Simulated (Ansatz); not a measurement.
System: zinc-blende HgTe. Method: Hartree–Fock in Ansatz (plane waves, PAW).

Settings: plane-wave cutoff 460 eV, 8×8×8 k mesh, Fermi–Dirac smearing 0.01 eV, scalar-relativistic PAW data made under PBE.

Computed points:

```
V (Å³/atom)  E − E_lowest (meV/atom)  P (GPa)
-----------  -----------------------  -------
36.050                         12.91    2.263
36.999                          3.02    1.052
37.738                          0.00    0.219
38.896                          2.42   -0.917
39.845                         10.13   -1.717
```

Q: Estimate the bulk modulus from the pressures at 37.738 and 38.896 Å³/atom, and compare it with a fit to all energies.

A: B = −V dP/dV. Between V = 37.738 and 38.896 Å³/atom, dP/dV = (-0.917 − (0.219))/(38.896 − 37.738) = -0.981 GPa per Å³/atom; at the midpoint 38.317 Å³/atom this gives B ≈ 37.6 GPa. The third-order Birch–Murnaghan fit gives V0 = 37.974 Å³/atom, B0 = 39.2 GPa, B′ = 4.4, which lies 4 % above that estimate.

Measured, for comparison: bulk modulus 42.3 GPa (temperature not stated, not corrected to a static lattice; as tabulated in Toher et al. (2017), arXiv:1611.05714); equilibrium volume per atom 33.70 Å³/atom (room temperature, not corrected to a static lattice; as tabulated in Cava et al. (2013), arXiv:1302.1059). Computed (rounded) less measured: bulk modulus -7 %, equilibrium volume per atom +12.7 %.

Note: the cell is over a tenth larger than the published one (another phase or state, or a fault of the published cell, is possible).

Spin–orbit coupling is not included; it can shift volumes and moduli of such heavy elements.

Ansatz is a first-principles code.
